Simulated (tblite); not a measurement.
Compound: C4H9O (doublet state).
Z-matrix (Å and degrees, GFN2-xTB geometry), rows numbered from 1:
```
C 
O   1  1.3995
C   2  1.3855  1  118.19
C   3  1.4893  2  121.66  1   -21.44
C   3  1.4891  2  112.84  1  -175.69
H   1  1.0964  2  111.67  3   -59.47
H   1  1.0896  2  106.05  3  -178.20
H   1  1.0952  2  111.89  3    62.87
H   4  1.0907  3  112.01  2    57.06
H   4  1.0868  3  108.70  2   176.73
H   4  1.0994  3  112.49  2   -64.10
H   5  1.0901  3  110.58  2  -143.39
H   5  1.0864  3  109.30  2   -23.23
H   5  1.0969  3  112.12  2    96.78
```

Level: GFN2-xTB in tblite, geometry and Hessian alike; calculated harmonic values, unscaled, isolated species. Errors from tens to a few hundred cm⁻¹ against measured bands are possible. One conformer, not necessarily the lowest. Open shells enter through the occupations alone, without spin polarisation, and single modes of such species can be off by tens of per cent.

Harmonic wavenumbers (cm⁻¹): 78.3, 113.7, 144.9, 203.3, 252.5, 278.9, 349.0, 483.8, 806.3, 962.1, 978.4, 987.9, 1052.0, 1100.7, 1116.6, 1153.2, 1286.8, 1314.7, 1386.8, 1401.8, 1406.7, 1465.7, 1467.4, 1472.1, 1480.7, 1486.1, 1492.8, 2847.3, 2879.2, 2905.1, 2932.9, 2986.3, 2988.8, 3016.1, 3045.6, 3054.3.

A = 7920, B = 3942, C = 2780 MHz; mass 73.065 u (most abundant isotopes); point group C1, symmetry number 1; spin multiplicity 2.

Q: What is the zero-point energy?

A: Half the sum of the wavenumbers: 26189 cm⁻¹ = 74.88 kcal/mol.

Q: Entropy at 350 K, 1 bar (ideal gas, RRHO, classical rotation)?

A: Translation 39.61, rotation 26.20, vibration 21.18, spin (R ln 2) 1.38: S = 88.4 cal/(mol K).

Q: And Cp and H(350 K) − H(0)?

A: Cp = 29.05 cal/(mol K), of which vibrations give 21.10 (their classical limit is 36 R = 71.5); H(350 K) − H(0) = 6.68 kcal/mol without the zero-point energy, 3.90 from vibrations.

Q: How do the functions run with temperature in this model?

A: 
```csv
T (K),S (cal/(mol K)),Cp (cal/(mol K)),H − H(0) (kcal/mol),G − H(0) (kcal/mol),ln q(vib)
150,69.0,18.6,1.97,-8.38,1.70
250,79.6,23.4,4.07,-15.84,3.42
298.15,84.0,26.0,5.25,-19.78,4.21
400,92.4,32.1,8.21,-28.76,5.85
600,107.6,42.9,15.75,-48.79,8.96
900,127.3,54.4,30.48,-84.11,13.45
```

q(vib) and H(0) count from the zero-point level.

Q: Which modes carry the vibrational entropy at 350 K?

A: 78.3 cm⁻¹: 4.25; 113.7 cm⁻¹: 3.52; 144.9 cm⁻¹: 3.05; 203.3 cm⁻¹: 2.40; 252.5 cm⁻¹: 2.00; 278.9 cm⁻¹: 1.82 cal/(mol K); the other 30 give 4.14 together.

Q: What must be added to the electronic energy to get the Gibbs energy at 350 K and 1 bar?

A: ZPE + [H(350 K) − H(0)] − T·S = 74.88 + 6.68 − 30.92 = 50.64 kcal/mol.

Q: Blend soft modes into free rotors: weight 1/[1 + (100 cm⁻¹/ν̃)⁴] for the oscillator and the rest for a rotor with moment μB/(μ + B), μ = h/(8π²ν), B = 10⁻⁴⁴ kg m². What vibrational entropy results?

A: 20.15 cal/(mol K) in place of 21.18, which changes −T·S at 350 K by +0.36 kcal/mol.

Hindered rotation and anharmonicity are outside this model. Other conformers, if any are populated, would add a mixing term that is left out. The structure is chiral; the term R ln 2 for an equal mix with its mirror image is left out.
